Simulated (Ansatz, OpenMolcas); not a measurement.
Heat of formation of NS (SMILES [N]=S) from total energies

NS has 2 atoms, charge 0, and is taken as a doublet. SMILES: `[N]=S`. Geometry: relaxed at PBE0-D4/def2-TZVP.

```
atom   x (Å)   y (Å)    z (Å)
   N  0.0000  0.0000  -0.0112
   S  0.0000  0.0000   1.4744
```

Total energies at UPBE0/cc-pVTZ (OpenMolcas 26.06); the atoms run unrestricted:

| species | state | energy (Eh) |
| --- | --- | --- |
| NS | doublet | -452.695981 |
| N | quartet | -54.541602 |
| S | triplet | -397.980181 |

Harmonic wavenumbers at UPBE0-D4/def2-TZVP, in cm⁻¹: 1290.

Measured heats of formation of the gaseous atoms at 298.15 K, in kJ/mol: N 472.4, S 277.0. Spin-orbit lowering of the atoms at 298 K (mean of the ground term's levels less their thermal mean, from spectra), in kJ/mol: S 1.88. Take 1 Eh = 2625.50 kJ/mol, 1 cm⁻¹ = 0.0119627 kJ/mol, RT = 2.479 kJ/mol.

Question: What heat of formation follows?

Answer: 
1. Electronic atomisation energy: (-54.541602) + (-397.980181) − (-452.695981) = 0.174198 Eh = 457.4 kJ/mol.
2. Zero-point energy: half the sum of the wavenumbers, 645 cm⁻¹ = 7.7 kJ/mol.
3. Thermal vibrational enthalpy, Σ hcν̃/(exp(hcν̃/kT) − 1): 0.0 kJ/mol. Translation, rotation and pV of a linear molecule: 3.5 RT = 8.7 kJ/mol.
4. The 2 free atoms carry 5/2 RT each: 12.4 kJ/mol.
5. Spin-orbit coupling lowers the free atoms by 1.88 = 1.9 kJ/mol.
6. Atomisation enthalpy at 298 K: 457.4 − 1.9 − 7.7 − 0.0 − 8.7 + 12.4 = 451.5 kJ/mol.
7. Sum of the atoms' heats of formation: 749.4 kJ/mol. Heat of formation: 749.4 − 451.5 = +297.9 kJ/mol.

No measured value is set beside it here. Anharmonicity and any spin-orbit splitting of the molecule are left out.
